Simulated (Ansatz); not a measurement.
Task: vertical and adiabatic energies of changing the electron count of CH₂S, SMILES C=S, with Ansatz 0.2.0, Python API. Give the script and its output. Settings (for the species named): B3LYP, 6-31G* basis, multiplicity 1.

```xyz
4

C    -0.0674   -0.0882   -0.0338
S     1.3628    0.4619    0.5313
H    -1.0201   -0.1907    0.5985
H    -0.2198   -0.2433   -1.1163
```

`adiabatic_ch2s.py`:
```python
"""Vertical and adiabatic ionisation of CH2S."""

import itertools

import ansatz as az
from ase.data import atomic_numbers, covalent_radii
import numpy as np

BASIS_SET = "6-31G*"
XC = "b3lyp"
CHARGE = 1


def main() -> None:
    geometry_ang = [
        ("C", [-0.0674, -0.0882, -0.0338]),
        ("S", [1.3628, 0.4619, 0.5313]),
        ("H", [-1.0201, -0.1907, 0.5985]),
        ("H", [-0.2198, -0.2433, -1.1163]),
    ]
    geometry = az.Crystal.molecule()
    for symbol, xyz in geometry_ang:
        geometry = geometry.atom(symbol, xyz)

    base = (
        geometry.calculation()
        .basis(gaussian=BASIS_SET)
        .functional(XC)
    )
    symbols = [site.symbol for site in geometry.cartesian_sites]
    start = np.array([site.position_ang for site in geometry.cartesian_sites], dtype=float)
    r = base.relax(force_tolerance=0.01).run().report
    end = np.array(r["positions_ang"])

    minimum = az.Crystal.molecule()
    for symbol, place in zip(symbols, end):
        minimum = minimum.atom(symbol, place.tolist())
    ion = (
        minimum.calculation()
        .basis(gaussian=BASIS_SET)
        .functional(XC)
        .charge(CHARGE)
        .spin("collinear", total=1)
    )
    vertical = ion.run().report
    settled = ion.relax(force_tolerance=0.01, max_steps=80).run().report
    print(f"vertical ionisation energy   {vertical['free_energy_ev'] - r['free_energy_ev']:.3f} eV")
    print(f"adiabatic, no zero point     {settled['free_energy_ev'] - r['free_energy_ev']:.3f} eV")
    print(f"relaxation energy of the ion {vertical['free_energy_ev'] - settled['free_energy_ev']:.3f} eV")
    ionised = np.array(settled["positions_ang"])
    # pairs closer than 1.2 times the sum of covalent radii, before or after
    radius = [covalent_radii[atomic_numbers[s]] for s in symbols]
    span = lambda where, i, j: np.linalg.norm(where[i] - where[j])
    bonded = [(i, j) for i, j in itertools.combinations(range(len(symbols)), 2) if min(span(end, i, j), span(ionised, i, j)) < 1.2 * (radius[i] + radius[j])]
    print("pair        before    after (A)")
    for i, j in bonded:
        print(f"{symbols[i]}{i}-{symbols[j]}{j}".ljust(10), f"{span(end, i, j):8.4f} {span(ionised, i, j):8.4f}")


if __name__ == "__main__":
    main()
```

```console
$ python adiabatic_ch2s.py
vertical ionisation energy   9.287 eV
adiabatic, no zero point     9.277 eV
relaxation energy of the ion 0.010 eV
pair        before    after (A)
C0-S1        1.6182   1.6038
C0-H2        1.0927   1.0984
C0-H3        1.0928   1.0984
```

These settings explore the input space; basis and method may be short of convergence. The energies are electronic: no zero-point or thermal terms, and the basis set is short of its limit. The product may relax into another structure. The relaxation finds the nearest minimum, so the adiabatic value is an upper bound. b3lyp holds the VWN-RPA fit, as in Gaussian; the form of ORCA and Turbomole is b3lyp5. Run time: 16 s on 1 thread of Arm Neoverse V2, on a shared host, peak memory 0.18 GiB.
